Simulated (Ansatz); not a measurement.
Rock-salt ZrC, treated with RPBE in Ansatz (plane waves, PAW).

Settings: plane-wave cutoff 520 eV, 20×20×20 k mesh, Fermi–Dirac smearing 0.05 eV, scalar-relativistic PAW data made under PBE.

Computed at the level's own relaxed cell.

What does this level give for the volume per atom, bulk modulus B0, lattice constant a and pressure derivative B′ of the bulk modulus?


volume per atom: 13.25 Å³/atom
bulk modulus B0: 213 GPa
lattice constant a: 4.733 Å
pressure derivative B′ of the bulk modulus: 4.1

The run finds no gap.

Measured, for comparison: equilibrium volume per atom 12.95 Å³/atom, lattice constant a 4.696 Å (temperature not stated, not corrected to a static lattice; as tabulated in Zhang et al. (2018), doi:10.1088/1367-2630/aac7f0); bulk modulus 223 GPa (temperature not stated, not corrected to a static lattice, from single-crystal elastic constants, our sources range from 208 to 223; as tabulated in arXiv:1102.4063). Computed (rounded) less measured: equilibrium volume per atom +2.3 %, bulk modulus -4 % (inside the range of the sources held), lattice constant a +0.8 %.

Computing time: about 70 core-seconds (a rough figure).

Ansatz is an electronic-structure program.
